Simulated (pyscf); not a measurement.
**Addition across a multiple bond or ene-type step: H₂C=CH₂ (SMILES C=C) + H₂ (SMILES [H][H]) -> H₃C–CH₃ (SMILES CC)**

Gas phase, singlet surface, charge 0. Bonds broken: H7–H8. Bonds formed: C1–H8, C2–H7. Structures and frequencies: ωB97X-D3(BJ)/def2-SVP in PySCF.

Transition state (Å):

```xyz
8

C     -1.1846    -0.3128    -0.5576
C     -0.7882     0.2725     0.6880
H     -1.2203    -1.4030    -0.6478
H     -1.9013     0.2174    -1.1926
H     -0.2834    -0.3354     1.4398
H     -0.9823     1.3284     0.8805
H     -0.0174     0.1556    -0.6230
H     -0.0698    -0.2242    -1.6873
```

One imaginary mode, 2297i cm⁻¹; descent along it reached the two sides named.

```tsv
bond	change	reactant side (Å)	saddle	product side
H7–H8	breaks	0.761	1.131	2.372
C1–H8	forms	3.9	1.590	1.101
C2–H7	forms	3.1	1.525	1.100
```

Electronic energies relative to the separated reactants (kJ/mol):

| level | barrier | reaction energy | reverse barrier |
|---|---|---|---|
| ωB97X-D3(BJ)/def2-TZVP | 349.7 | -178.0 | 527.7 |
| PBE/def2-TZVP | 301.4 | -169.9 | 471.3 |
| r²SCAN/def2-TZVP | 318.4 | -173.9 | 492.3 |
| B3LYP-D3(BJ)/def2-TZVP | 338.4 | -163.1 | 501.6 |
| PBE0-D3(BJ)/def2-TZVP | 315.3 | -185.4 | 500.7 |
| M06-2X/def2-TZVP | 349.5 | -168.7 | 518.3 |
| ωB97M-D3(BJ)/def2-TZVP | 345.8 | -170.8 | 516.5 |
| HF/def2-TZVP | 420.0 | -164.8 | 584.9 |

With ωB97M-D3(BJ)/def2-TZVP energies and thermal terms (ideal gas, 1 atm, RRHO with modes under 100 cm⁻¹ raised to 100, one conformer, R ln 2 for chiral ones without a mode under 150 cm⁻¹), in kJ/mol:

```json
[
 {"T (K)": "298", "ΔH‡": "347.7", "ΔG‡": "380.1", "ΔH": "-142.2", "ΔG": "-105.8"},
 {"T (K)": "600", "ΔH‡": "344.2", "ΔG‡": "414.5", "ΔH": "-147.0", "ΔG": "-66.9"},
 {"T (K)": "900", "ΔH‡": "343.6", "ΔG‡": "449.9", "ΔH": "-148.6", "ΔG": "-26.4"},
 {"T (K)": "1200", "ΔH‡": "344.4", "ΔG‡": "485.2", "ΔH": "-148.2", "ΔG": "+14.4"}
]
```

From the product side, CH₃• + CH₃• lies, by one bond made or cut, 106.1 kJ/mol under this saddle at ωB97M-D3(BJ)/def2-TZVP. One saddle was located; it need not be the lowest between these sides.
